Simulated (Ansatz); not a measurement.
in.yaml

```yaml
crystal:
  periodic: [false, false, false]
  atoms:
    - {symbol: Al, position_ang: [0.000000, 0.000000, 0.000000]}
    - {symbol: Cl, position_ang: [2.069721, 0.013085, 0.003500]}
    - {symbol: Cl, position_ang: [-1.046189, 1.785890, -0.003700]}
    - {symbol: Cl, position_ang: [-1.023532, -1.798975, 0.000200]}
basis:
  gaussian: {orbitals: cc-pVDZ}
magnetization: {spin_polarized: false}
correlation: {method: ccsd_t, electrons: outside_noble_gas}
```

```sh
$ ansatz run in.yaml --threads 1 --pin off --events-out ev --progress --plain --max-ram 2393MiB
```

Output:

```
764 factors; integrals over basis functions are off by at most 4.2e-4 eV
mean field evaluation 1: about -44098.7579 eV, gradient 1.8e1 eV
mean field evaluation 2: about -44098.9421 eV, gradient 1.9e1 eV
mean field evaluation 4: about -44100.1470 eV, gradient 1.2e0 eV
mean field evaluation 8: about -44100.1713 eV, gradient 1.3e-5 eV
mean field evaluation 16: about -44099.8305 eV, gradient 1.1e0 eV
mean field -44100.17135303 eV, -1620.6514050542 hartree, gradient 8.3e-6 eV, S^2 0.000000; 0 other end points of the search recorded, 0 dependent functions left out
20 core orbitals not correlated: weight in the atoms' cores, before any rotation towards them, 1.000 or more for the frozen orbitals, at most 0.000 for the correlated occupied ones
reference -44100.17135303 eV, -1620.6514050542 hartree; 12, 12 occupied and 40, 40 virtual orbitals, 764 factors
second order -12.31528455 eV of doubles, -0.00000000 eV of singles
cycle   1  -13.04771154 eV  change   -7.3e-1 eV  update   6.5e-2
cycle   2  -13.25083802 eV  change   -2.0e-1 eV  update   1.8e-2
cycle   3  -13.28794024 eV  change   -3.7e-2 eV  update   8.5e-3
cycle   4  -13.28590017 eV  change    2.0e-3 eV  update   2.0e-3
cycle   5  -13.28475694 eV  change    1.1e-3 eV  update   5.2e-4
cycle   6  -13.28462517 eV  change    1.3e-4 eV  update   1.6e-4
cycle   7  -13.28466610 eV  change   -4.1e-5 eV  update   4.1e-5
cycle   8  -13.28467243 eV  change   -6.3e-6 eV  update   1.1e-5
perturbative correction -0.27583285 eV, -0.0101366704 hartree
Total energy: -44113.73185832 eV, -1621.1497444318 hartree
```

For the same geometry and basis RCCSDT(Q) lies 49.4 meV lower.

Ran on 1 thread of Arm Neoverse V1, shared host: 2.1 s wall, 0.14 GiB peak host memory.
